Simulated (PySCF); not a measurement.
CH3O, SMILES C[O], multiplicity 2.

Geometry optimised at B3LYP-D3(BJ)/def2-TZVP. A frequency run showed that this geometry is not a minimum. The isomer is the one that the SMILES or the coordinates give; other isomers of the formula were not compared.

All values below come from PySCF with SMD-B3LYP/6-31G*.

Solvation free energies are E(SMD) − E(gas) at the gas-phase geometry, for 1 M in both phases. In vacuum the dipole moment is 1.99 D.

**Question.** Estimate the solvation free energies in water, acetone, N,N-dimethylformamide. (The exact figures need the calculation; the answer reports its results.)

**Answer.** 
| solvent | ΔG(solv) (kcal/mol) | its non-electrostatic (CDS) part | dipole (D) |
|---|---|---|---|
| water | -2.2 | 2.3 | 2.60 |
| acetone | -3.0 | -0.3 | 2.36 |
| N,N-dimethylformamide | -3.1 | -0.4 | 2.36 |
